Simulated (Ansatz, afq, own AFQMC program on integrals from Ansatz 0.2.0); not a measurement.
# Breaking Al2–Cl4 in AlH2S2Cl, singlet

| atom | x (Å) | y (Å) | z (Å) |
| --- | --- | --- | --- |
| S | -0.4136 | 1.7515 | -1.1990 |
| Al | 0.0040 | -0.0182 | -0.0100 |
| S | 1.2046 | 0.1797 | 1.7897 |
| Cl | -0.7432 | -1.8954 | -0.5927 |
| H | -1.1366 | 1.0587 | -2.1077 |
| H | 1.1269 | -1.1402 | 2.0735 |

Products: AlH₂S₂ (doublet; SH–Al–SH) and Cl (doublet), each relaxed with PBE0/def2-SVP like the molecule; electronic energies without zero-point terms. Determinants: RHF, UHF and UHF in that order.

Basis def2-TZVP. Noble-gas cores (and the filled d shells of Ga–Kr and In–Xe) are frozen. Ansatz 0.2.0 and our own AFQMC program on the same integrals; the CISD trial comes from CCSD amplitudes, and released means the phaseless constraint is let go. ± is one standard error of the sampling. The errors of all members are added in quadrature.

No full CI on the walks' own integrals is used here. The released AFQMC energy serves as the reference, which it does only where one determinant dominates, the energy is flat over the last release times and near the phaseless one (40 meV or 2 meV an electron, half that with transition metals). On small molecules, where full CI could be run and the noise was under 10 meV, such values lay within 10 meV of it in 19 cases of 20, a flattering rate, since the rule was set on those same cases; what remains of the bias isn't in the error bar. Each member takes its own surest rung, up to full CI.

Errors are counted within def2-TZVP, not against nature.

Cautions: AlH₂S₂Cl (singlet): the released value is read at 0.90 1/Eh with a noise of 17 meV, more than in the cases checked (meV from the phaseless value at times in 1/Eh: 16 ± 13 at 0.21, 6 ± 12 at 0.42, -9 ± 11 at 0.63, 19 ± 17 at 0.90); AlH₂S₂ (doublet): the released value is read at 1.50 1/Eh with a noise of 13 meV, more than in the cases checked (meV from the phaseless value at times in 1/Eh: -7 ± 7 at 0.24, -5 ± 5 at 0.51, -14 ± 9 at 0.99, -20 ± 13 at 1.50).

Reference (AFQMC with the constraint released): 480.1 ± 2.0 kJ/mol.

```tsv
level	bond energy (kJ/mol)	error against released AFQMC (kJ/mol)
HF	386.4	-93.7 ± 2.0
MP2	503.6	23.5 ± 2.0
CCSD	475.4	-4.7 ± 2.0
CCSD(T)	483.5	3.4 ± 2.0
ph-AFQMC/CISD	484.6 ± 1.2	4.5 ± 2.3
```

Correlation beyond CCSD(T) changes it by less than twice the noise. The perturbative (T) step is worth +8.1 kJ/mol.

Released energies are given only where the last usable release times agree within the noise; a slower fall can still hide under it.
